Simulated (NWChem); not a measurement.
**chloromethane (CH3Cl) in NWChem**

```xyz
5

C     -0.0568    -1.1279     0.0000
Cl     0.0333     0.6610     0.0000
H     -0.5967    -1.4635     0.9046
H     -0.5967    -1.4635    -0.9046
H      0.9682    -1.5423     0.0000
```
Charge 0, spin multiplicity 1.

All runs are NWChem calculations. Structure: optimised with PBE/def2-SVP, a minimum by its harmonic frequencies.

The field's frequency is 0.0773 Ha (589 nm). This basis has no diffuse functions, which lowers polarisabilities.

The Pople sets run with spherical d functions.

Give the polarisability tensor in bohr³ at HF/6-31G* (spherical d), in the frame of the coordinates, and its isotropic mean.


```
16.63   0.62   0.00
 0.62  28.83   0.00
 0.00   0.00  16.60
```
Mean (one third of the trace): 20.69 bohr³.
